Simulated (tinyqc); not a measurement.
UKS/PBE0 in the sto-6g basis, for OH+, spin multiplicity 3, step by step. One step of it, computed by the program tinyqc.

Task: Iteration 2: DIIS coefficients. Solve [B -1; -1 0][c; lambda] = [0; -1] for the coefficients, which sum to one.

B (overlaps of the stored error matrices):
```
,1,2
1,2.5189099e-01,-1.5034904e-01
2,-1.5034904e-01,1.4757504e-01
```

Give: DIIS coefficients.

Result:

DIIS coefficients: 0.426  0.574
